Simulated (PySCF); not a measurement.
**Electric properties by functional and basis**

Compound: nitryl fluoride, FNO₂.
Numbering: `[O:1]=[N+:2]([O-:3])[F:4]`

PySCF, dipoles from the SCF density, polarisabilities from static response with core orbitals frozen. Isolated species at its PBE0-D3(BJ)/def2-SVP geometry, gas phase.

Q: How do dipole and polarisability depend on functional and basis here?

A: 

```tsv
level	μ (D)	error (%)	α (Å³)	anisotropy (Å³)
LDA/def2-SVPD	0.256	-45.1	3.31	1.84
PBE/def2-SVPD	0.261	-44.0	3.32	1.86
B3LYP/def2-SVPD	0.216	-53.6	3.25	1.85
PBE0/def2-SVPD	0.204	-56.3	3.21	1.83
BHandHLYP/def2-SVPD	0.130	-72.0	3.15	1.85
CAM-B3LYP/def2-SVPD	0.189	-59.5	3.24	1.86
wB97X-D/def2-SVPD	0.187	-59.9	3.23	1.83
LC-wPBE/def2-SVPD	0.181	-61.1	3.23	1.86
HF/def2-SVPD	0.042	-91.0	3.09	1.92
PBE0/6-31G*	0.037	-92.1	2.36	1.89
```

Reference dipole: 0.466 D (measured, gas; NIST CCCBDB Release 22 (SRD 101), experimental dipoles). The anisotropy is √(½[(α1 − α2)² + (α2 − α3)² + (α3 − α1)²]). For the dipole, the smallest error is 44.0% (PBE/def2-SVPD) and the largest 92.1% (PBE0/6-31G*). Even the closest misses by 44%. The dipole runs from 0.04 D (PBE0/6-31G*) to 0.26 D (PBE/def2-SVPD). In one basis (def2-SVPD) the functionals order the polarisability from HF (lowest) to PBE (highest), a spread of 8%. With PBE0 the polarisability is 2.36 Å³ without diffuse functions (6-31G*) and 3.21 Å³ with them (def2-SVPD). Measured values can belong to vibrating molecules; the computed ones are for one fixed geometry.
